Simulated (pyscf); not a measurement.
Optimised with ωB97X-D3(BJ)/def2-SVP in PySCF. Correlated levels are frozen-core, on RHF or UHF. ΔMP2 is the change of the MP2 total energy from the triple- to the quadruple-zeta basis.

For the elementary gas-phase step H₂Ga–SeH + HF -> H₂Se + F–GaH₂ (singlet surface; Ga–Se, F–H broken, H–Se, F–Ga formed), what barrier and reaction energy does CCSD(T)/def2-TZVPP + ΔMP2(QZVPP) give, measured from the separated reactants?

ΔE‡ = 5.3 kJ/mol, ΔE = +21.3 kJ/mol. Zero-point energy shifts the barrier by -1.7 kJ/mol. It is a four-centre exchange, with an imaginary mode of 752i cm⁻¹. On the reactant side the descent ends in an adduct with a F–Ga contact, 41.8 kJ/mol under the separated species and 35.4 kJ/mol under the saddle at ωB97X-D3(BJ)/def2-TZVP. On the product side the descent ends in an adduct with a Ga–Se contact, 63.4 kJ/mol under the separated species and 32.8 kJ/mol under the saddle at ωB97X-D3(BJ)/def2-TZVP. At CCSD(T) the saddle lies under the separated products, which points to a path from their complex (located at ωB97X-D3(BJ) alone), and parting the products costs more than the saddle. What is counted as formed (F–Ga) is already present as a longer contact in the reactant adduct; forming that adduct is a step of its own. What is counted as broken (Ga–Se) persists as a longer contact in the product adduct; parting that adduct is a step of its own. At ωB97X-D3(BJ)/def2-TZVP the barrier from the zero used here is -6.4 kJ/mol. One saddle was located; it need not be the lowest between these sides. The CCSD(T) − MP2 part came from Ansatz, without density fitting, on the same reference. The frozen core leaves the outer d or s,p core shells of the metals and heavy elements correlated in the MP2 and CC values, and def2-TZVPP describes them poorly, which can shift differences by a few kcal/mol. Elements up to Kr have no core potential and no relativistic terms here.
